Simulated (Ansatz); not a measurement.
# CH3BF− (SMILES [CH2-]BF): single points off equilibrium

An exercise on one series of results from a longer session: the logs are not shown, and one member is left open.

Computed with Ansatz 0.2.0, Gaussian basis. Level: single points in def2-TZVPPD.

Correlated methods freeze the cores.

1 further run of the same task is left out (it didn't finish).

## The system as given

SMILES `[CH2-]BF`, 6 atoms, charge -1, spin multiplicity 1.

Atoms are counted from 1 here; the program's logs count them from 0.

Bond lengths: C1–B2 1.477 Å, C1–H4 1.102 Å, C1–H5 1.101 Å, B2–F3 1.388 Å, B2–H6 1.253 Å. Angles: B2–C1–H4 122.8°, B2–C1–H5 119.6°, H4–C1–H5 117.3°, C1–B2–F3 125.3°, C1–B2–H6 123.8°, F3–B2–H6 110.7°.

Coordinates:

```
C    -0.5919    0.2193   -0.4770
B     0.5380   -0.1968    0.3788
F     0.6119   -0.0196    1.7539
H    -0.6071    0.0568   -1.5664
H    -1.5053    0.6240   -0.0133
H     1.5409   -0.8187   -0.0431
```

The first run:

File run/in.yaml:

```yaml
crystal:
  periodic: [false, false, false]
  atoms:
    - {symbol: C, position_ang: [-0.591900, 0.219336, -0.477021]}
    - {symbol: B, position_ang: [0.538000, -0.196761, 0.378830]}
    - {symbol: F, position_ang: [0.611880, -0.019631, 1.753931]}
    - {symbol: H, position_ang: [-0.607136, 0.056808, -1.566387]}
    - {symbol: H, position_ang: [-1.505319, 0.623965, -0.013300]}
    - {symbol: H, position_ang: [1.540933, -0.818717, -0.043057]}
basis:
  gaussian: {orbitals: "def2-TZVPPD.json"}
total_charge: -1
hamiltonian: {xc: pbe, dispersion: d4}
output: {forces: true}
```

The basis file named in the input lies beside it (Basis Set Exchange, JSON).

Started as:

```bash
$ ansatz run in.yaml --threads 2 --pin off --events-out ev --progress --plain --max-ram 3481MiB
```

Among the steps run: PBE-D4/def2-TZVPPD; r2SCAN-D4/def2-TZVPPD; PBE0-D4/def2-TZVPPD; wB97M-V/def2-TZVPPD; CCSD(T)/def2-TZVPPD.

One of the session's tables, all rows but one given; the rest of the session is left out.

```
   method  RMS force component (eV/Å)  angle to CCSD(T) forces (°)
   PBE-D4                       0.447                         17.0
r2SCAN-D4                           ?                            ?
  PBE0-D4                       0.418                         18.3
  wB97M-V                       0.492                         15.1
  CCSD(T)                       0.421                    reference
```

**Question.** Estimate the row for r2SCAN-D4.

As computed: RMS force component (eV/Å): 0.428; angle to CCSD(T) forces (°): 13.8. In the column «RMS force component (eV/Å)» it lies between CCSD(T) (0.421) and PBE-D4 (0.447).

To keep in mind: The anion's highest level is positive in at least one run, so there the basis alone may hold the extra electron.
